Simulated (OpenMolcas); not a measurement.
Predicting a hybrid from its neighbours: BH2O

BH2O has 4 atoms, charge 0, and is taken as a doublet. SMILES: `[BH]O`. The shape is that of a PBE0-D4/def2-TZVP optimisation.

The electronic atomisation energy y, in eV, basis cc-pVTZ; a is the functional's share of exact exchange. Programs: OpenMolcas 26.06.

| functional | program | a | y (eV) |
| --- | --- | --- | --- |
| UTPSS | OpenMolcas | 0 | 14.23 |
| UBLYP | OpenMolcas | 0 | 14.26 |
| UB3LYP | OpenMolcas | 0.2 | ? |
| UPBE0 | OpenMolcas | 0.25 | 14.16 |
| UBHLYP | OpenMolcas | 0.5 | 13.68 |

Task: Fit y = c + s·a to the known rows and predict UB3LYP.

Result: 
1. Means of the 4 rows: a = 0.1875, y = 14.082.
2. Σ(Δa)² = 0.17188, Σ(Δa·Δy) = -0.18188, so the slope is -0.18188/0.17188 = -1.0582.
3. Intercept: 14.082 − (-1.0582) × 0.1875 = 14.280. The largest residual of the fit is 0.14.
4. UB3LYP: 14.280 + (-1.0582) × 0.2 = 14.07 eV.

The run gave 14.21 eV, so the prediction is off by -0.14 eV, within the scatter of the fit.
